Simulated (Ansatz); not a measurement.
Basis-set extrapolation for `C=CN=C` (PBE0-D4/def2-TZVP geometry, frozen core, Ansatz). Multiplicity 1, RHF reference.

```json
{"": "HF", "def2-TZVPP": "-170.979845", "def2-QZVPP": "-170.987640"}
{"": "MP2 correlation", "def2-TZVPP": "-0.682046", "def2-QZVPP": "-0.726751"}
{"": "CCSD(T) correlation", "def2-TZVPP": "-0.745044", "def2-QZVPP": "not run"}
```

Energies in hartree. Use E(X) = E(∞) + A·exp(−7.88·√X) for Hartree–Fock and E(X) = E(∞) + B·X^(−2.97) for correlation, with X = 3 and 4, and add CCSD(T) minus MP2 of the smaller set to the MP2 limit.

Task: What is the CCSD(T) energy at the basis-set limit?

Result: HF limit: -170.987640 + (-0.007795) × 0.13774 = -170.98871. MP2 limit: -0.726751 + (-0.044705) × 0.74074 = -0.75987. Higher-order term: -0.745044 − (-0.682046) = -0.06300. Total: -171.81158 hartree, 54.4 kcal/mol below CCSD(T)/def2-TZVPP.
